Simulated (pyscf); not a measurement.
Thermochemistry of product channels of H₂Si=Se (SMILES [SiH2]=[Se]) + HCl (SMILES Cl) on the singlet surface, in eV, from ωB97M-D3(BJ)/def2-TZVP energies (ideal gas, 1 atm, RRHO with modes under 100 cm⁻¹ raised to 100, one conformer, R ln 2 for chiral ones without a mode under 150 cm⁻¹). Optimised with ωB97X-D3(BJ)/def2-SVP in PySCF.

```
products                                                 ΔE  ΔH(298 K)  ΔG(298 K)  ΔG(600 K)
----------------------------------------------------  -----  ---------  ---------  ---------
Cl–SiH=Se (SMILES Cl[SiH]=[Se]) + H₂ (SMILES [H][H])  -0.89      -0.94      -0.89      -0.85
Cl–SiH₂–SeH (SMILES Cl[SiH2][SeH])                    -2.08      -2.01      -1.62      -1.22
```

These are energies of the channels, which say nothing of barriers. Elements up to Kr have no core potential and no relativistic terms here.
